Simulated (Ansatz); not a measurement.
Consider the hydrogenolysis of a C–C bond: `CC(C)C(C)(C)C` + H₂ → `CC(C)C(C)C` + CH₄.

Gas-phase electronic energies from Ansatz, PBE0-D4/def2-TZVP geometries. CCSD(T)/CBS adds triple-zeta CCSD(T) − MP2 to the extrapolated MP2 energy (def2 sets, frozen cores). This one scheme is used for every species. DFT in def2-TZVPP. HSE06 is defined as in plane-wave codes. One conformer a species, not always the lowest.

`CC(C)C(C)(C)C`:

```xyz
23

C    -1.154   -0.555    1.584
C    -0.290   -0.845    0.362
C    -1.141   -1.538   -0.696
C     0.480    0.394   -0.167
C     1.388   -0.021   -1.324
C     1.368    0.960    0.941
C    -0.463    1.493   -0.651
H    -0.582   -0.141    2.415
H    -1.961    0.144    1.347
H    -1.622   -1.478    1.938
H     0.487   -1.558    0.674
H    -0.559   -1.850   -1.564
H    -1.949   -0.890   -1.046
H    -1.605   -2.433   -0.275
H     2.024    0.816   -1.626
H     2.043   -0.849   -1.034
H     0.820   -0.331   -2.203
H     2.020    0.186    1.358
H     2.006    1.755    0.547
H     0.784    1.386    1.759
H    -1.095    1.152   -1.475
H    -1.113    1.853    0.150
H     0.113    2.349   -1.014
```

H₂:

```xyz
2

H    -0.230    0.199    0.215
H     0.230   -0.199   -0.215
```

`CC(C)C(C)C`:

Z-matrix (Å, degrees):
```
C
C 1 1.522
H 1 1.093 2 110.9
H 1 1.094 2 111.5 3 -119.4
H 1 1.093 2 111.4 3 120.1
C 2 1.539 1 111.9 3 -173.1
C 2 1.523 1 110.4 3 59.3
H 2 1.098 1 107.2 3 -57.4
C 6 1.522 2 111.9 1 166.9
C 6 1.523 2 113.6 1 -67.3
H 6 1.098 2 105.9 1 50.4
H 7 1.093 2 110.4 1 -59.0
H 7 1.092 2 112.2 1 -178.8
H 7 1.094 2 111.3 1 60.1
H 9 1.094 6 111.5 2 67.5
H 9 1.093 6 111.4 2 -53.0
H 9 1.093 6 110.9 2 -173.1
H 10 1.092 6 112.3 2 54.6
H 10 1.093 6 111.3 2 -66.5
H 10 1.093 6 110.4 2 174.5
```

CH₄:

Z-matrix (Å, degrees):
```
C
H 1 1.090
H 1 1.090 2 109.5
H 1 1.090 2 109.5 3 -120.0
H 1 1.090 2 109.5 3 120.0
```

| level | ΔE (eV) |
| --- | --- |
| ωB97M-V | -0.68 |
| HSE06 | -0.81 |

What does CCSD(T)/CBS give? (Estimate.)

Computed: -0.65 eV. The listed levels differ from it by -0.03, -0.16 eV.

Largest T1 diagnostic among the species: 0.009.

In def2-TZVPP, CCSD(T) changes the Hartree–Fock value by +0.37 eV (the triples alone add +0.06 eV) and MP2 by +0.43 eV. Leaving LDA and LC-ωPBE aside and taking each functional with its dispersion term where it has one, the values, not all of them listed here, spread over 0.19 eV, from B2PLYP to revPBE-D4. LDA lies +0.21 eV from PBE without D4. The D4 term adds +0.17 eV with B3LYP and +0.09 eV with PBE0; it sums over pairs of atoms, weighted by their polarisabilities, and B3LYP, whose exchange is more repulsive, gets the larger term.

B3LYP here is the variant with VWN-RPA as its local correlation; programs differ in this.
